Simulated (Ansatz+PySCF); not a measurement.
The numbers below are computed, except where a source is named.
## Several solutions for singlet CO

```
atom   x (Å)   y (Å)    z (Å)
   C  0.0000  0.0000  -0.9669
   O  0.0000  0.0000   0.7252
```

Basis set: cc-pVDZ (spherical functions). Charge 0, multiplicity 1.

UHF was run from several starts with Ansatz (development build ahead of 0.2.0) and PySCF 2.14.0.

| run | program | start | converged | energy (hartree) | <S²> |
| --- | --- | --- | --- | --- | --- |
| A | Ansatz | atomic start, no search | yes | -112.44356 | 0.00 |
| B | PySCF | program defaults | yes | -112.44356 | 0.00 |
| C | PySCF | guess minao, instabilities followed | yes | -112.51711 | 1.03 |
| D | Ansatz | search for the lowest state | yes | -112.51711 | 1.03 |
| E | Ansatz | stability test followed | yes | -112.51711 | 1.03 |
| F | PySCF | guess 1e, instabilities followed | yes | -112.50634 | 1.60 |
| G | PySCF | guess atom, instabilities followed | yes | -112.50634 | 1.60 |
| H | PySCF | guess huckel, instabilities followed | yes | -112.50634 | 1.60 |

Problem. Which runs reached the lowest solution of this kind, and what is wrong with the others?

Solution. C, D, E reached the lowest solution found. Converged but too high: A by 2.00 eV, B by 2.00 eV, F by 0.29 eV, G by 0.29 eV, H by 0.29 eV. Convergence only shows a stationary point, and even a stable one can lie too high; stability tests and further starts are what find lower ones. Caution: the unrestricted determinant is a mixture of spin states.
